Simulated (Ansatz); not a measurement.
# Si₂H₃ (doublet): the correlation ladder at a displaced geometry (v2), cc-pVDZ

An exercise on one series of results from a longer session: the logs are not shown, and one member is left open.

Method: cc-pVDZ, core rule «outside noble gas», up to 10 orbitals frozen; program: Ansatz 0.2.0, Gaussian basis.

The runs, in order: UHF; CCSD(T) on ROHF; CCSD(T) on UHF; BCCD(T) on ROHF; CISD; CCSDT(Q) on ROHF; CCSDT(Q) on UHF.

17 further runs of the same task are left out: 1 for a known fault of the program, 7 that didn't finish, 9 set aside as unsound or not needed.

## The geometry

The geometry is a PBE0/def2-TZVP stationary point (not a proven minimum) with its atoms shifted at random (size 0.100 Å).

5 atoms, charge 0, spin multiplicity 2.

Atoms are counted from 1 here; the program's logs count them from 0.

Bond lengths: Si1–Si2 2.276 Å, Si1–H3 1.478 Å, Si1–H4 1.568 Å, Si2–H5 1.424 Å. Angles: Si2–Si1–H3 129.4°, Si2–Si1–H4 122.7°, H3–Si1–H4 107.3°, Si1–Si2–H5 90.5°.

The first run:

Input file in.yaml:

```yaml
crystal:
  periodic: [false, false, false]
  atoms:
    - {symbol: Si, position_ang: [0.081659, 0.022982, 1.085198]}
    - {symbol: Si, position_ang: [-0.083215, -0.069059, -1.182640]}
    - {symbol: H, position_ang: [-0.006595, 1.192046, 1.984620]}
    - {symbol: H, position_ang: [0.076514, -1.259893, 1.986816]}
    - {symbol: H, position_ang: [-0.026545, 1.351727, -1.256304]}
basis:
  gaussian: {orbitals: cc-pVDZ}
magnetization: {spin_polarized: true, initial_magnetization: 1}
hamiltonian: {xc: hf}
output: {orbitals: {seedname: orbitals}}
```

Started as:

```console
ansatz run in.yaml --threads 1 --pin off --events-out ev --progress --plain --max-ram 2393MiB
```

Steps of the session up to this table: UHF; CCSD(T) on ROHF; CCSD(T) on UHF; BCCD(T) on ROHF; CISD; CCSDT(Q) on ROHF; CCSDT(Q) on UHF.

One of the session's tables, all rows but one given; the rest of the session is left out.

```
   method  from UCCSDT(Q) (kJ/mol)
     ROHF                   +592.3
      UHF                   +581.0
     RMP2                        ?
     UMP2                   +143.3
     CISD                    +74.2
    RCCSD                    +23.1
    UCCSD                    +23.0
 RCCSD(T)                     +5.0
 UCCSD(T)                     +5.3
  BCCD(T)                     +4.9
   RCCSDT                     +1.1
   UCCSDT                     +1.1
RCCSDT(Q)                      0.0
UCCSDT(Q)                        0
```

**Question.** Estimate the row for RMP2.

As computed: from UCCSDT(Q) (kJ/mol): +134.2. In the column «from UCCSDT(Q) (kJ/mol)» it lies between CISD (+74.2) and UMP2 (+143.3).

To keep in mind: Restricted and unrestricted rows rest on different reference determinants; where their highest levels disagree by more than a few hundredths of an eV, they describe different states and don't form one ladder.
